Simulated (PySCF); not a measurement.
SiCl⁺: mean field, correlation and small terms against distance

State: ¹Σ⁺, singlet, closed shell. RHF-based CCSD(T) in PySCF 2.14 with Si cc-pV(T+d)Z, Cl cc-pV(T+d)Z and Si cc-pV(Q+d)Z, Cl cc-pV(Q+d)Z (frozen core orbitals: 10; no relativity). Correlation energies are extrapolated as n⁻³ (n = 3, 4), Hartree–Fock as (n+1)·exp(−9√n). CV is the change on freezing 2 orbitals instead, in Si cc-pwCVTZ, Cl cc-pwCVTZ. SR is the spin-free X2C energy in Si cc-pVTZ-DK, Cl cc-pVTZ-DK less the non-relativistic one in Si cc-pVTZ, Cl cc-pVTZ. All energies in eV from Si⁺ + Cl.

| R (Å) | HF/CBS | CCSD corr. | (T) | CV | SR | total |
| --- | --- | --- | --- | --- | --- | --- |
| 1.7289 | -2.829 | -1.353 | -0.1670 | -0.0538 | 0.0003 | -4.403 |
| 1.8075 | -3.410 | -1.355 | -0.1775 | -0.0373 | 0.0041 | -4.976 |
| 1.8861 | -3.675 | -1.357 | -0.1889 | -0.0247 | 0.0063 | -5.239 |
| 1.9647 | -3.717 | -1.360 | -0.2012 | -0.0150 | 0.0074 | -5.286 |
| 2.0433 | -3.602 | -1.364 | -0.2141 | -0.0076 | 0.0077 | -5.180 |
| 2.1415 | -3.313 | -1.370 | -0.2312 | -0.0008 | 0.0073 | -4.908 |
| 2.2397 | -2.922 | -1.377 | -0.2490 | 0.0039 | 0.0066 | -4.538 |

A fit to the total gives Re = 1.9453 Å, De = 5.290 eV, ωe = 681.8 cm⁻¹, Be = 0.2866 cm⁻¹ (masses 27.9769 and 34.9689 u).

Q: At R = 1.9647 Å the CCSD correlation energy is -0.283971 hartree in the smaller basis and -0.305057 in the larger. Extrapolate it.

A: (4³·E4 − 3³·E3)/(4³ − 3³) = -0.32044 hartree; the larger basis holds 95.2 % of it.

The T1 diagnostic is 0.017. The open-shell atoms are computed with UHF. Spin–orbit coupling, excitations beyond (T) and corrections to the Born–Oppenheimer picture are left out.
